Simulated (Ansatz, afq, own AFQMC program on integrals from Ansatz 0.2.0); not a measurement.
**Where AFQMC and coupled cluster stand for SiH$_{4}$O, singlet**

```xyz
6

O     0.6476   -1.0455    0.4249
Si   -0.0343    0.3457   -0.1869
H     0.0659   -1.6373    0.9099
H    -1.1337    0.0500   -1.1598
H     1.0600    1.0754   -0.8814
H    -0.6054    1.2116    0.8932
```

Connectivity, by distances: OH–SiH3.

Basis def2-TZVP. Noble-gas cores (and the filled d shells of Ga–Kr and In–Xe) are frozen. AFQMC by an in-house program on the Cholesky factors that Ansatz 0.2.0 writes for its CCSD(T) run. ph-AFQMC/CISD is guided by a CISD state made of CCSD amplitudes; releasing the constraint for a short imaginary time cuts its bias at the price of noise, slowly where states lie close. Error bars are statistical, one sigma.

Determinant: RHF, the one that the program's search chose, which needn't be the lowest solution. The geometry is a PBE0/def2-SVP stationary point of this or a neighbouring charge and spin state.

No full CI on the walks' own integrals is used here; CCSDT(Q) serves as the reference and is uncertain by about the last step of the cluster series.

Cautions: released walk and highest rung disagree (by 13 meV at 2.40 1/Eh).

```
T1 diagnostic                               : 0.0108
weight of the determinant in the CISD state : 0.880
size of the correlated space                : 14 electrons in 86 orbitals
```

```
  level  correlation energy (eV)
    MP2                  -9.8897
   CCSD                 -10.5998
CCSD(T)                 -10.9139
```

(1) Estimate where phaseless AFQMC with a CISD trial lies against CCSD(T) on the same integrals.

(1) 0.96 ± 0.14 mEh below CCSD(T).

Reference: CCSDT(Q), correlation energy -10.944 eV. The released energy is read at 2.40 1/Eh (meV from the phaseless value at times in 1/Eh: 4 ± 4 at 0.24, -1 ± 4 at 0.51, -5 ± 5 at 0.99, -7 ± 8 at 1.62, 9 ± 5 at 2.40).

```
         level  E − E(reference) (mEh)  share of correlation (%)
       CCSD(T)                    1.11                     99.72
         CCSDT                    0.55                     99.86
 ph-AFQMC/CISD             0.15 ± 0.14                     99.96
released AFQMC             0.49 ± 0.19                     99.88
```

Released energies are given only where the last usable release times agree within the noise; a slower fall can still hide under it.
